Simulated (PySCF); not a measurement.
An unknown is described by computed data only.

Elements present: C, H and N. Monoisotopic mass: 173.0450 u.

* Dipole: 0.00 D [PBE0/pcSseg-1]
* Rotational structure: rotational constants A, B, C: 1.243, 1.243, 0.621 GHz [GFN2-xTB]
* NMR, other nuclei: isotropic shieldings of nuclei other than C and H, by class: -8 (6 N), 62 (1 N) ppm [GIAO PBE0/pcSseg-1]
* 1H NMR: chemical shifts (computed TMS as zero) by class: 8.48 (3 H) ppm [GIAO PBE0/pcSseg-1]
* 13C NMR: chemical shifts (computed TMS as zero) by class: 179.3 (3 C), 163.3 (3 C) ppm [GIAO PBE0/pcSseg-1]

Gas-phase values; electronic properties from PySCF, density fitting. Levels stand in brackets. Geometry: GFN2-xTB; no solvent, vibrations or thermal averaging. Each NMR value is the plain mean over a class of atoms that symmetry, rotation or inversion makes alike.

Task: Which formula fits the mass and the elements?

Result: C6H3N7 (calculated 173.0450). No other formula that holds each of these elements comes within 0.0003 u with a fitting electron parity and a possible valence count.

Task: Give a SMILES that accounts for the data.

Result: Numbering: `[CH:1]1=[N:2][C:3]2=[N:4][CH:5]=[N:6][C:7]3=[N:8][CH:9]=[N:10][C:11](=[N:12]1)[N:13]23`. Its formula, C6H3N7, gives 9 degrees of unsaturation: 3 rings and 6 π bonds in the structure found. 6 carbons fall into 2 classes; from least to most shielded: C=N carbon [C1/C5/C9] (179.3 ppm, 3 C), C=N carbon [C3/C7/C11] (163.3 ppm, 3 C). All hydrogens form one class (8.48 ppm): hydrogen on a C=N carbon. The other shieldings belong to: -8 ppm, C=N nitrogen [N2/N4/N6/N8/N10/N12]; 62 ppm, nitrogen bonded to 3 C [N13]. The vanishing dipole is forced by symmetry. The optimised geometry has point group D3h and is an oblate symmetric top. Structure: `C1=NC2=NC=NC3=NC=NC(=N1)N23` (heptazine). The assignments are read from this structure; whether some other isomer fits the data as well wasn't checked.
